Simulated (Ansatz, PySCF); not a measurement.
This PySCF input computes a CCSD(T)/cc-pVDZ energy:

```python
from pyscf import gto, scf, mp, cc as ccmod

mol = gto.M(
    atom='''
    C    -0.00000000   -0.00000000   -0.73641303
    N     0.00000000    0.00000000    0.42763309
    H     0.00000000    0.00000000    1.42504654
    ''',
    basis='cc-pvdz',
    charge=0,
    spin=0,
    verbose=4,
)

mf = scf.RHF(mol)
mf.conv_tol = 1e-10
mf.max_cycle = 100
mf.kernel()
mp2 = mp.MP2(mf, frozen=2).run()
cc = ccmod.CCSD(mf, frozen=2)
cc.max_cycle = 100
cc.kernel()
et = cc.ccsd_t()
print(f'E(CCSD(T)) = {cc.e_tot + et:.9f}')
```

Write an input for the same energy in Ansatz (a quantum-chemistry and plane-wave program) and say what it gives.


Ansatz 0.2 input:
```yaml
crystal:
  periodic: [false, false, false]
  atoms:
    - {symbol: C, position_ang: [-0.00000000, -0.00000000, -0.73641303]}
    - {symbol: N, position_ang: [0.00000000, 0.00000000, 0.42763309]}
    - {symbol: H, position_ang: [0.00000000, 0.00000000, 1.42504654]}
basis:
  gaussian:
    orbitals: cc-pVDZ
magnetization: {spin_polarized: false}
correlation: {method: ccsd_t, electrons: outside_noble_gas}
```
It gives -93.16270 Eh, and PySCF -93.16270 Eh, a difference of 0.00 mEh.
